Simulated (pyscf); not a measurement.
Optimised with ωB97X-D3(BJ)/def2-SVP in PySCF. Correlated levels are frozen-core, on RHF or UHF. ΔMP2 is the change of the MP2 total energy from the triple- to the quadruple-zeta basis.

### Question
List the bond dissociation enthalpies at 298 K of `[F][CH2][F]` from CCSD(T)/def2-TZVPP + ΔMP2(QZVPP), from the weakest bond up.

### Answer
C–H to F–CH•–F + H•: 424.7 kJ/mol; C–F to F• + •H₂C–F: 496.3 kJ/mol. Ring and multiple bonds, and those that leave no two simple radicals, are not listed. The CCSD(T) − MP2 part came from Ansatz, without density fitting, on the same reference. Left out: the spin-orbit lowering of F.
